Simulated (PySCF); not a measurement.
Gas-phase reaction: 2 SiCl3F + 4 F ⇌ 2 SiF3 + 3 Cl2

Method: PySCF energies plus ideal-gas RRHO corrections (1 bar). † marks an energy on the PBE0/def2-TZVP geometry and frequencies; other levels use their own. 6-31G* has spherical d functions here. Open shells (unrestricted): F (multiplicity 2, electronic degeneracy 6), SiF3 (multiplicity 2); the rest are closed-shell singlets. Spin-orbit splitting is ignored; it lowers the true energy and changes the entropy of F. B3LYP is the form with VWN-RPA correlation. The harmonic model lacks anharmonicity and excited electronic states, which grow with temperature; levels with a mode under 35 cm⁻¹ are left out.

ΔH° and ΔS° at 298 K: B3LYP/6-31G* -497 kJ, -68 J/K; B3LYP/def2-TZVP† -550 kJ, -71 J/K; BLYP/def2-TZVP† -643 kJ, -71 J/K; HF/6-31G* 24 kJ, -68 J/K; M06-2X/def2-TZVP† -531 kJ, -71 J/K; PBE0/def2-SVP† -366 kJ, -71 J/K.

Q: With the heat capacities included, give log10 K (1 bar) at 600, 1200, 1600, 2000, 2500 K from B3LYP/6-31G*, B3LYP/def2-TZVP†, BLYP/def2-TZVP†, HF/6-31G*, M06-2X/def2-TZVP†, PBE0/def2-SVP†.

A: 
```json
[
 {"T (K)": "600", "B3LYP/6-31G*": "39.4", "B3LYP/def2-TZVP†": "43.8", "BLYP/def2-TZVP†": "51.9", "HF/6-31G*": "-5.9", "M06-2X/def2-TZVP†": "42.2", "PBE0/def2-SVP†": "27.8"},
 {"T (K)": "1200", "B3LYP/6-31G*": "17.1", "B3LYP/def2-TZVP†": "19.2", "BLYP/def2-TZVP†": "23.3", "HF/6-31G*": "-5.6", "M06-2X/def2-TZVP†": "18.4", "PBE0/def2-SVP†": "11.2"},
 {"T (K)": "1600", "B3LYP/6-31G*": "11.4", "B3LYP/def2-TZVP†": "12.9", "BLYP/def2-TZVP†": "16.0", "HF/6-31G*": "-5.7", "M06-2X/def2-TZVP†": "12.3", "PBE0/def2-SVP†": "6.9"},
 {"T (K)": "2000", "B3LYP/6-31G*": "7.9", "B3LYP/def2-TZVP†": "9.1", "BLYP/def2-TZVP†": "11.5", "HF/6-31G*": "-5.8", "M06-2X/def2-TZVP†": "8.6", "PBE0/def2-SVP†": "4.3"},
 {"T (K)": "2500", "B3LYP/6-31G*": "5.1", "B3LYP/def2-TZVP†": "6.0", "BLYP/def2-TZVP†": "7.9", "HF/6-31G*": "-5.9", "M06-2X/def2-TZVP†": "5.6", "PBE0/def2-SVP†": "2.1"}
]
```
